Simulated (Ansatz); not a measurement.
```yaml
crystal:
  periodic: [false, false, false]
  atoms:
    - {symbol: F, position_ang: [-1.134910, -0.726612, -1.004389]}
    - {symbol: O, position_ang: [-0.366497, 0.562010, -0.138331]}
    - {symbol: S, position_ang: [0.797420, 0.142370, 0.671698]}
    - {symbol: H, position_ang: [1.841311, 0.245622, -0.241089]}
basis:
  gaussian: {orbitals: def2-TZVP}
hamiltonian: {xc: pbe0}
relax: {f_tol: 0.004, max_steps: 80}
```

```sh
$ ansatz run in.yaml --threads 1 --pin off --events-out ev --progress --plain --max-ram 2176MiB
```

Steps of the relaxation (energy above the last step; positions in Å, forces in eV/Å):

```
4
step 1, 257.0 meV
F    -1.135   -0.727   -1.004    0.682    0.609    0.638
O    -0.366    0.562   -0.138   -2.114    0.225   -1.476
S     0.797    0.142    0.672    1.734   -0.764    0.493
H     1.841    0.246   -0.241   -0.302   -0.070    0.345
```

```
4
step 2, 160.5 meV
F    -1.084   -0.714   -0.976    0.440    0.636    0.460
O    -0.390    0.581   -0.144   -1.541   -0.099   -1.221
S     0.787    0.120    0.653    1.312   -0.509    0.640
H     1.824    0.236   -0.245   -0.211   -0.028    0.121
```

```
4
step 3, 32.3 meV
F    -0.977   -0.637   -0.914   -0.375   -0.400   -0.379
O    -0.447    0.544   -0.184   -0.621    0.612   -0.458
S     0.781    0.104    0.651    1.084   -0.256    0.879
H     1.780    0.212   -0.266   -0.088    0.044   -0.042
```

```
4
step 5, 0.0 meV
F    -1.004   -0.644   -0.927    0.003    0.012    0.008
O    -0.446    0.544   -0.196    0.025   -0.020   -0.002
S     0.805    0.104    0.673   -0.002    0.005   -0.017
H     1.782    0.220   -0.263   -0.026    0.003    0.010
```

```
4
step 6, 0.0 meV
F    -1.005   -0.644   -0.925    0.001   -0.003   -0.005
O    -0.444    0.543   -0.198   -0.006    0.003    0.004
S     0.805    0.103    0.672    0.008    0.004    0.001
H     1.781    0.222   -0.262   -0.003   -0.005    0.001
```

```
4
step 7, 0.0 meV
F    -1.003   -0.644   -0.926   -0.001   -0.002    0.000
O    -0.444    0.543   -0.196   -0.002    0.003   -0.002
S     0.805    0.104    0.673    0.001   -0.003    0.004
H     1.780    0.220   -0.263    0.003    0.001   -0.001
```

Close pairs at the end: S3–H4 1.356 Å, F1–O2 1.501 Å, O2–S3 1.584 Å.

A stationary point of restricted PBE0 after 7 steps (its stability towards spin polarisation wasn't tested); no frequencies were run, so it isn't proven a minimum. 21 s on 1 thread of Intel Xeon Platinum 8375C, shared host.
